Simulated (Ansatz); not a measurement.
```xyz
13

C    -0.255    1.420   -1.489
N     0.652    0.712   -0.982
C     0.691    0.598    0.468
N     0.643   -0.758    0.931
C    -0.584   -1.455    0.604
H    -0.319    1.522   -2.572
H    -1.003    1.957   -0.888
H    -0.136    1.156    0.936
H     1.633    1.044    0.800
H     1.443   -1.266    0.574
H    -1.425   -0.943    1.081
H    -0.796   -1.521   -0.472
H    -0.543   -2.467    1.010
```

Charge 0, multiplicity 1.

Question: List the PBE/def2-TZVPP orbital energies in eV (Ansatz 0.2.0). (An estimate is asked.)

Answer: The calculation gave: Occupied: -380.48, -380.25, -270.14, -269.92, -269.24, -23.55, -22.03, -17.59, -15.79, -14.36, -12.42, -11.90, -11.43, -10.50, -9.88, -9.18, -8.76, -7.71, -6.01, -5.25. Lowest empty: -1.52, 0.72, 1.04, 1.64, 1.94, 2.11, 2.49, 2.71.
